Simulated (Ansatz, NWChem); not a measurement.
**From NWChem to Ansatz**

NWChem 7.3.0 runs this on CH3AlO (SMILES [CH3][Al]=[O]):

work.nw:
```
start work
title "CH3AlO B3LYP"
memory total 2200 mb

geometry units angstrom noautosym nocenter noautoz
C     -0.412500     0.498200    -0.315400
Al     0.696700    -0.841400     0.532500
O      1.611700    -1.946300     1.232100
H      0.065200     1.479100    -0.263900
H     -1.383600     0.560900     0.180800
H     -0.577400     0.249400    -1.366100
end

basis cartesian
* library 6-31G*
end

dft
xc b3lyp
mult 1
grid xfine
convergence energy 1e-08
maxiter 100
mulliken
print low
end

task dft gradient
```

```bash
$ nwchem work.nw > work.out
```

The shape is that of a PBE0-D4/def2-TZVP optimisation.

It gives a total energy of -357.561400 Eh.

How is this level of theory, on these atoms, set up in Ansatz 0.2.0 as an input file of the program's own, asking for the energy?

One way, which was run:

molecule.yaml:
```yaml
basis:
  gaussian:
    orbitals: "6-31G*"
crystal:
  periodic: [false, false, false]
  atoms:
    - {symbol: C, position_ang: [-0.412500, 0.498200, -0.315400]}
    - {symbol: Al, position_ang: [0.696700, -0.841400, 0.532500]}
    - {symbol: O, position_ang: [1.611700, -1.946300, 1.232100]}
    - {symbol: H, position_ang: [0.065200, 1.479100, -0.263900]}
    - {symbol: H, position_ang: [-1.383600, 0.560900, 0.180800]}
    - {symbol: H, position_ang: [-0.577400, 0.249400, -1.366100]}
hamiltonian:
  xc: {name: B3LYP}
accuracy: high
output: {orbitals: {seedname: orbitals}}
```

```bash
$ ansatz run molecule.yaml --threads 1 --pin off --max-ram 3480MiB --events-out events.jsonl --progress --plain --runs-dir runs
```

Its energy is -357.561399 Eh, the same as the first but for the last digit, at most.
